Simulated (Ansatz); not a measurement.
**Worked example: H3Si–GeH⁺, doublet against H₃Si–GeH, triplet**

Geometry (PBE0/def2-TZVP stationary point of a triplet), kept for both states (H3Si–GeH, triplet: A''; H3Si–GeH⁺, doublet: A'):

```xyz
6

Si    0.0000   -0.0421    1.6567
Ge    0.0000    0.0347   -0.7080
H     1.2108   -0.7342    2.1756
H     0.0000    1.3682    2.1200
H    -1.2108   -0.7342    2.1756
H     0.0000   -1.2247   -1.6073
```

Basis cc-pVDZ; Ansatz 0.2.0. Only valence electrons are correlated (noble-gas cores and the filled d shells of p-block atoms frozen). R marks a restricted (for open shells ROHF) determinant, U an unrestricted one. No spin–orbit coupling is included, and no scalar relativity.

Full CI isn't at hand for all of this; UCCSDT(Q) serves as the reference, and is uncertain by about the last step of the cluster series.

```csv
level,"E(H3Si–GeH, triplet) (hartree)","E(H3Si–GeH⁺, doublet) (hartree)"
UHF,-2366.541218,-2366.274434
UMP2,-2366.707912,-2366.430231
UCCSD(T),-2366.754960,-2366.477568
PBE,-2368.307725,-2368.029507
wB97M-V,-2368.629704,-2368.352008
UCCSDT(Q),-2366.756317,-2366.478944
```

Task: Give the vertical gap, H3Si–GeH⁺ doublet less H3Si–GeH triplet, at each level in eV (1 hartree = 27.2114 eV), and each error against UCCSDT(Q).

Result: UCCSDT(Q): (-2366.478944 − (-2366.756317)) × 27.2114 = 7.548 eV (the reference)
wB97M-V: (-2368.352008 − (-2368.629704)) × 27.2114 = 7.556 eV, error 0.008 eV
PBE: (-2368.029507 − (-2368.307725)) × 27.2114 = 7.571 eV, error 0.023 eV
UCCSD(T): (-2366.477568 − (-2366.754960)) × 27.2114 = 7.548 eV, error 0.000 eV
UMP2: (-2366.430231 − (-2366.707912)) × 27.2114 = 7.556 eV, error 0.008 eV
UHF: (-2366.274434 − (-2366.541218)) × 27.2114 = 7.260 eV, error -0.288 eV

Total energies of functionals can't be set beside those of wave-function methods, since they hold the core's correlation and their own absolute errors; only the differences compare.

In so small a basis the reference is far from its limit while semilocal and hybrid functionals are nearer theirs, so the functionals' errors here hold much of the reference's basis and frozen-core error, which can add to them or hide them.

Each level lands on the state that its own search finds. T1 diagnostics of restricted CCSD: 0.019 and 0.021.
